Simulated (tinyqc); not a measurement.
Worked calculation: extended Hueckel theory, for CO. One step of it, computed by the program tinyqc.

Problem. Wolfsberg-Helmholz matrix. H_ij = K' S_ij (H_ii + H_jj)/2 for i != j (the diagonal keeps H_ii), with K' = 1.75.

overlap S, order 1C 2s, 1C 2px, 1C 2py, 1C 2pz, 2O 2s, 2O 2px, 2O 2py, 2O 2pz:
$$\begin{pmatrix}
1.000000 & 0.000000 & 0.000000 & 0.000000 & 0.448823 & 0.000000 & 0.000000 & -0.340956 \\
0.000000 & 1.000000 & 0.000000 & 0.000000 & 0.000000 & 0.278586 & 0.000000 & 0.000000 \\
0.000000 & 0.000000 & 1.000000 & 0.000000 & 0.000000 & 0.000000 & 0.278586 & 0.000000 \\
0.000000 & 0.000000 & 0.000000 & 1.000000 & 0.519159 & 0.000000 & 0.000000 & -0.287962 \\
0.448823 & 0.000000 & 0.000000 & 0.519159 & 1.000000 & 0.000000 & 0.000000 & 0.000000 \\
0.000000 & 0.278586 & 0.000000 & 0.000000 & 0.000000 & 1.000000 & 0.000000 & 0.000000 \\
0.000000 & 0.000000 & 0.278586 & 0.000000 & 0.000000 & 0.000000 & 1.000000 & 0.000000 \\
-0.340956 & 0.000000 & 0.000000 & -0.287962 & 0.000000 & 0.000000 & 0.000000 & 1.000000
\end{pmatrix}$$

diagonal H_ii (eV): 1C 2s -21.400000, 1C 2px -11.400000, 1C 2py -11.400000, 1C 2pz -11.400000, 2O 2s -32.300000, 2O 2px -14.800000, 2O 2py -14.800000, 2O 2pz -14.800000

K = 1.750000

Give: H.

Solution.

H (eV), order 1C 2s, 1C 2px, 1C 2py, 1C 2pz, 2O 2s, 2O 2px, 2O 2py, 2O 2pz:
$$\begin{pmatrix}
-21.4000 & 0.0000 & 0.0000 & 0.0000 & -21.0891 & 0.0000 & 0.0000 & 10.7998 \\
0.0000 & -11.4000 & 0.0000 & 0.0000 & 0.0000 & -6.3866 & 0.0000 & 0.0000 \\
0.0000 & 0.0000 & -11.4000 & 0.0000 & 0.0000 & 0.0000 & -6.3866 & 0.0000 \\
0.0000 & 0.0000 & 0.0000 & -11.4000 & -19.8513 & 0.0000 & 0.0000 & 6.6015 \\
-21.0891 & 0.0000 & 0.0000 & -19.8513 & -32.3000 & 0.0000 & 0.0000 & 0.0000 \\
0.0000 & -6.3866 & 0.0000 & 0.0000 & 0.0000 & -14.8000 & 0.0000 & 0.0000 \\
0.0000 & 0.0000 & -6.3866 & 0.0000 & 0.0000 & 0.0000 & -14.8000 & 0.0000 \\
10.7998 & 0.0000 & 0.0000 & 6.6015 & 0.0000 & 0.0000 & 0.0000 & -14.8000
\end{pmatrix}$$
